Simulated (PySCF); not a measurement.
# Scalar relativity in Si (silicon, neutral)

[Ne] 3s2 3p2, high-spin 3P determinant; PBE calculated with PySCF 2.14 in dyall-av3z, once non-relativistic with a point nucleus and once with spin-free X2C-1e and a Gaussian nucleus.

```csv
shell,ε non-rel. (eV),ε X2C (eV),"rms r non-rel. (bohr, spins averaged)","rms r X2C (bohr, spins averaged)",change of radius (%)
1s α,-1781.0,-1785.0,0.1295,0.1290,-0.39
1s β,-1780.8,-1784.9,0.1295,0.1290,-0.39
2s α,-138.66,-139.27,0.6230,0.6210,-0.32
2s β,-138.50,-139.12,0.6230,0.6210,-0.32
2p α,-95.428,-95.368,0.6046,0.6042,-0.07
2p β,-95.219,-95.159,0.6046,0.6042,-0.07
3s α,-11.228,-11.270,2.341,2.336,-0.23
3s β,-9.700,-9.742,2.341,2.336,-0.23
3p α,-4.607,-4.598,3.007,3.008,0.05
```

The total energy goes from -289.2337 to -289.8457 hartree.

Ionisation energy, Si [Ne] 3s2 3p2 (3P) → Si⁺ [Ne] 3s2 3p1 (2P) (eV):

```json
{"method": "UHF", "non-relativistic": "7.638", "spin-free X2C": "7.627", "shift": "-0.011"}
{"method": "MP2 (valence)", "non-relativistic": "8.049", "spin-free X2C": "8.038", "shift": "-0.011"}
{"method": "SCS-MP2 (valence)", "non-relativistic": "7.961", "spin-free X2C": "7.950", "shift": "-0.011"}
{"method": "CCSD (valence)", "non-relativistic": "8.074", "spin-free X2C": "8.064", "shift": "-0.010"}
{"method": "CCSD(T) (valence)", "non-relativistic": "8.114", "spin-free X2C": "8.104", "shift": "-0.010"}
{"method": "LDA", "non-relativistic": "8.235", "spin-free X2C": "8.224", "shift": "-0.011"}
{"method": "PBE", "non-relativistic": "8.200", "spin-free X2C": "8.189", "shift": "-0.011"}
{"method": "PBE0", "non-relativistic": "8.220", "spin-free X2C": "8.209", "shift": "-0.011"}
{"method": "r2SCAN", "non-relativistic": "8.321", "spin-free X2C": "8.311", "shift": "-0.011"}
```

Relativity contracts and stabilises s shells directly. The contracted s shells screen the nucleus better, so for spin-averaged p shells the direct and indirect effects partly cancel.
